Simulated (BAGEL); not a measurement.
# [BH2F2]− (SMILES F[BH2-]F) at HF/STO-3G (density fitting with qzvpp-jkfit)

What is the vertical ionisation energy of [BH2F2]− at HF/STO-3G (density fitting with qzvpp-jkfit)? 

Program for the calculation: BAGEL 1.2.2.

## (1) The molecule

[BH2F2]−: 5 atoms, total charge -1, spin state singlet. As SMILES, `F[BH2-]F`. Geometry: relaxed at GFN2-xTB.

Bond lengths: F1–B2 1.425 Å, B2–F3 1.425 Å, B2–H4 1.225 Å, B2–H5 1.225 Å. Angles: F1–B2–F3 107.4°, F1–B2–H4 109.0°, F1–B2–H5 109.1°, F3–B2–H4 109.0°, F3–B2–H5 109.1°, H4–B2–H5 113.0°.

## (2) The energy at HF/STO-3G (density fitting with qzvpp-jkfit)

File job.json:

```json
{ "bagel": [

{
  "title": "molecule",
  "basis": "sto-3g",
  "df_basis": "qzvpp-jkfit",
  "angstrom": true,
  "geometry": [
    { "atom": "F", "xyz": [      -1.176970,       0.624500,       0.383180 ] },
    { "atom": "B", "xyz": [       0.033530,       0.014270,      -0.056090 ] },
    { "atom": "F", "xyz": [       0.407580,      -0.947330,       0.926670 ] },
    { "atom": "H", "xyz": [      -0.171950,      -0.560090,      -1.118950 ] },
    { "atom": "H", "xyz": [       0.907810,       0.868650,      -0.134810 ] }
  ]
},

{
  "title": "hf",
  "charge": -1
},

{
  "title": "print",
  "file": "orbitals.molden",
  "orbitals": true
}

]}
```

Started as:

```bash
$ BAGEL_NUM_THREADS=1 BAGEL job.json > job.out
```

The program printed:

```text
* using 1 threads per process

  ===============================================================
  ===============================================================

  *** Geometry ***

  { "atom" : "F", "xyz" : [     -2.224151,      1.180134,      0.724105 ] },
  { "atom" : "B", "xyz" : [      0.063363,      0.026966,     -0.105995 ] },
  { "atom" : "F", "xyz" : [      0.770215,     -1.790194,      1.751153 ] },
  { "atom" : "H", "xyz" : [     -0.324938,     -1.058417,     -2.114509 ] },
  { "atom" : "H", "xyz" : [      1.715512,      1.641511,     -0.254754 ] },

  Number of auxiliary basis functions:      265

  Since a DF basis is specified, we compute 2- and 3-index integrals:
    o Being stored without compression. Storage requirement is 0.001 GB

  Number of basis functions:       17
  Number of electrons      :       25

    * METHOD: MOLECULE                             0.04

  *** RHF ***

  === Nuclear Repulsion ===
    65.4733470900

      * DIIS with orbital gradients will be used.

  === RHF iteration (sto-3g) ===
      0       -221.48777140          0.02679908           0.00
      1       -221.55611085          0.00434627           0.00
      2       -221.55862148          0.00125943           0.00
      3       -221.55888252          0.00017589           0.00
      4       -221.55888832          0.00002290           0.00
      5       -221.55888840          0.00000118           0.00
      6       -221.55888840          0.00000021           0.00
      7       -221.55888840          0.00000004           0.00
      8       -221.55888840          0.00000001           0.00
    * SCF iteration converged.

    * Permanent dipole moment:
           (    0.295738,     0.123560,    -0.506012) a.u.

    * METHOD: HF                                   0.07

    * METHOD: PRINT                                0.00

  ===============================================================
```

Wall time 0.59 s (1 thread of Intel Xeon Platinum 8375C at 2.90GHz (Ice Lake), shared host); peak memory 0.079 GiB.

## (3) Doublet neutral BH2F2

job.json: that of step 2 with these lines changed.

```diff
@@ -16,12 +16,5 @@
 
-{
-  "title": "hf",
-  "charge": -1
-},
+{ "title": "uhf", "nopen": 1 },
 
-{
-  "title": "print",
-  "file": "orbitals.molden",
-  "orbitals": true
-}
+{ "title": "print", "file": "orbitals.molden", "orbitals": true }
```

Started as:

```bash
$ BAGEL_NUM_THREADS=1 BAGEL job.json > job.out
```

The program printed:

```text
* using 1 threads per process

  ===============================================================
  ===============================================================

  *** Geometry ***

  { "atom" : "F", "xyz" : [     -2.224151,      1.180134,      0.724105 ] },
  { "atom" : "B", "xyz" : [      0.063363,      0.026966,     -0.105995 ] },
  { "atom" : "F", "xyz" : [      0.770215,     -1.790194,      1.751153 ] },
  { "atom" : "H", "xyz" : [     -0.324938,     -1.058417,     -2.114509 ] },
  { "atom" : "H", "xyz" : [      1.715512,      1.641511,     -0.254754 ] },

  Number of auxiliary basis functions:      265

  Since a DF basis is specified, we compute 2- and 3-index integrals:
    o Being stored without compression. Storage requirement is 0.001 GB

  Number of basis functions:       17
  Number of electrons      :       25

    * METHOD: MOLECULE                             0.05

  *** Open-shell HF ***

  === Nuclear Repulsion ===
    65.4733470900

      * DIIS with orbital gradients will be used.

  === UHF iteration (sto-3g) ===
      0       -221.42761887          0.06708973           0.01
      1       -221.53514115          0.02026773           0.00
      2       -221.54440450          0.00517924           0.01
      3       -221.54570578          0.00242047           0.00
      4       -221.54639311          0.00150559           0.00
      5       -221.54677637          0.00022937           0.00
      6       -221.54680331          0.00007993           0.00
      7       -221.54680964          0.00004342           0.01
      8       -221.54681182          0.00003057           0.00
      9       -221.54681212          0.00003389           0.01
     10       -221.54681183          0.00002427           0.01
     11       -221.54681170          0.00001465           0.01
     12       -221.54681178          0.00001321           0.00
     13       -221.54681181          0.00001224           0.00
     14       -221.54681194          0.00000995           0.00
     15       -221.54681207          0.00000705           0.01
     16       -221.54681214          0.00000392           0.00
     17       -221.54681218          0.00000079           0.00
     18       -221.54681218          0.00000034           0.00
     19       -221.54681218          0.00000013           0.00
     20       -221.54681218          0.00000005           0.01
     21       -221.54681218          0.00000002           0.00
     22       -221.54681218          0.00000001           0.01
     23       -221.54681218          0.00000001           0.01
     24       -221.54681218          0.00000001           0.00
    * SCF iteration converged.

    * S^2 (UHF) is 0.7701

    * Permanent dipole moment:
           (   -0.145785,    -0.057315,     0.256599) a.u.

    * METHOD: UHF                                  0.17

    * METHOD: PRINT                                0.00

  ===============================================================
```

Wall time 0.65 s (1 thread of Intel Xeon Platinum 8375C at 2.90GHz (Ice Lake), shared host); peak memory 0.079 GiB.

## (4) What came out

At HF/STO-3G (density fitting with qzvpp-jkfit):

| quantity | value |
| --- | --- |
| singlet [BH2F2]−: total energy | -221.55889 Eh |
| singlet [BH2F2]−: HOMO energy | -0.62 eV |
| singlet [BH2F2]−: LUMO energy | 26.74 eV |
| singlet [BH2F2]−: HOMO–LUMO gap (to an unbound level, set by the basis) | 27.36 eV |
| doublet neutral BH2F2: total energy | -221.54681 Eh |
| doublet neutral BH2F2: dipole moment | 0.76 D |
| doublet neutral BH2F2: ⟨S²⟩ | 0.770 |
| vertical detachment energy (to the doublet neutral) | 0.329 eV |

In words: The vertical ionisation energy comes to 0.33 eV (31.7 kJ/mol). The negative HOMO energy of the first species, 0.62 eV, lies 0.29 eV above that difference. In a minimal basis such a difference can be off by several eV, whatever the method.
